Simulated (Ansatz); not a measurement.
# C3H6F: the cost of one run

Computed with Ansatz 0.2.0 (the levels named in each step, unless a step's input says otherwise).

**1. The structure to begin with**

Bond lengths: C2–C3 1.390 Å, C3–C4 1.365 Å, F1–H5 0.982 Å, C2–H6 1.079 Å, C2–H7 1.078 Å, C3–H8 1.083 Å, C4–H9 1.076 Å, C4–H10 1.074 Å. Angles: C2–C3–C4 123.9°, C2–C3–H8 117.7°, C4–C3–H8 118.4°, C3–C2–H6 119.9°, C3–C2–H7 120.6°, H6–C2–H7 117.3°, C3–C4–H9 121.0°, C3–C4–H10 121.7°, H9–C4–H10 117.4°.

Coordinates:

```xyz
10

F    -0.4302    1.4327   -1.4278
C    -0.9441   -0.3474    0.3945
C     0.2687   -1.0261    0.4085
C     1.3252   -0.6815    1.2015
H    -0.5976    0.7500   -0.7419
H    -1.1479    0.4061    1.1401
H    -1.7847   -0.7378   -0.1560
H     0.3853   -1.8619   -0.2702
H     1.2645    0.1592    1.8708
H     2.2464   -1.2330    1.1843
```

**2. A rough first relaxation, PBE-D4/def2-SVP**

This run stands in another session on the same molecule. It ended at:

```xyz
10

F    -0.4961    0.7989   -2.0068
C    -1.0112   -0.3236    0.6405
C     0.2853   -0.7867    0.4094
C     1.3356   -0.7222    1.3248
H    -0.4606    0.8159   -1.0656
H    -1.2900    0.1303    1.6054
H    -1.7968   -0.4370   -0.1214
H     0.4937   -1.2236   -0.5835
H     1.1903   -0.2862    2.3267
H     2.3355   -1.1054    1.0743
```

**3. Relaxation, r2SCAN-D4/def2-TZVPP**

Contents of input.yaml:

```yaml
crystal:
  periodic: [false, false, false]
  atoms:
    - { symbol: F, position_ang: [-0.49609095, 0.79892562, -2.0067617] }
    - { symbol: C, position_ang: [-1.01117784, -0.32363728, 0.64045979] }
    - { symbol: C, position_ang: [0.28528257, -0.78668012, 0.40940363] }
    - { symbol: C, position_ang: [1.33564596, -0.72219278, 1.32481821] }
    - { symbol: H, position_ang: [-0.46058062, 0.81591725, -1.06562814] }
    - { symbol: H, position_ang: [-1.29004388, 0.1302732, 1.60540987] }
    - { symbol: H, position_ang: [-1.79682462, -0.43704904, -0.12135447] }
    - { symbol: H, position_ang: [0.49365028, -1.22362144, -0.58348069] }
    - { symbol: H, position_ang: [1.19025068, -0.28621965, 2.3266966] }
    - { symbol: H, position_ang: [2.33545841, -1.10537575, 1.07426689] }
magnetization:
  spin_polarized: true
  initial_magnetization: 1
basis:
  gaussian: { orbitals: def2-TZVPP }
hamiltonian:
  xc: r2scan
  dispersion: d4
relax:
  f_tol: 0.002
  max_steps: 150
```

The run is started by

```
$ ansatz run input.yaml --threads 4 --pin off --max-ram 10240MiB --backend cpu --events-out ev --progress --plain --runs-dir out
```

Q: Estimate wall time and peak memory on 4 threads of Intel Xeon Platinum 8375C at 2.90GHz (Ice Lake), shared host.

About 67 s, with a peak of 0.52 GiB.
